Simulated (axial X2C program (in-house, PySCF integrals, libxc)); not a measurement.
## Potential curves of MgC⁻, with spin–orbit coupling

All values were computed with an in-house relativistic program for diatomic molecules. Two-component (2c) means X2C with spin–orbit coupling and atomic mean-field two-electron Coulomb and Gaunt terms. Basis: Mg dyall-av3z [10s9p6d4f], C dyall-av3z [8s7p3d2f] (cores contracted in-house); Gaussian nuclei, density fitting, unrestricted open shells. Masses: Mg 23.985 u, C 12.000 u.

State: Ω = 3/2 (⟨Sz⟩ = 1.47, ⟨Lz⟩ = 0.03 at HF). Energies in cm⁻¹ from the fragments at the same level (Mg + C-). Fits are polynomials in 1 − R0/R over 0.85 to 1.23 times the lowest point R0.

```csv
R (Å),CCSD
2.0011,-10311
2.0671,-11067
2.1330,-11484
2.1990,-11646
2.2760,-11596
2.3529,-11363
2.4519,-10889
```

Correlated methods: 7 electrons correlated (number of frozen shells: Mg 2 s, 1 p; C 1 s), 277 virtual spin orbitals or spinors in MP2, 90 natural virtuals in coupled cluster.

One determinant describes the state; a PBE0 search over occupations chose it and may have missed a lower one. De is counted from the lowest determinant-based energies of the atoms at the same level, without counterpoise correction. CCSD ran in a truncated set of natural virtual spinors with an MP2 remainder; without triples it tends to underbind. Other states lie close and PBE0, whose exact exchange favours high spin, may order them wrongly; the determinant shown need not be the ground state. The nearest other 2c determinant of the search, Ω = 1/2, lies 0.47 eV up at the distance of the search. With several unpaired electrons one determinant need not be a pure state. This is the top spin component of a Σ state; components of lower Ω are not single determinants and can lie lower. The T1 diagnostic is large, a sign of multireference character. Coupled cluster ran on the points near the minimum only. MP2 and coupled cluster on one determinant become unreliable at the stretched end.

**Question.** What are Re, ωe and De at the CCSD level?

**Answer.** At CCSD, 2c: Re = 2.220 Å, ωe ≈ 410 cm⁻¹, De = 1.44 eV to Mg + C-; Be follows as 0.428 cm⁻¹.
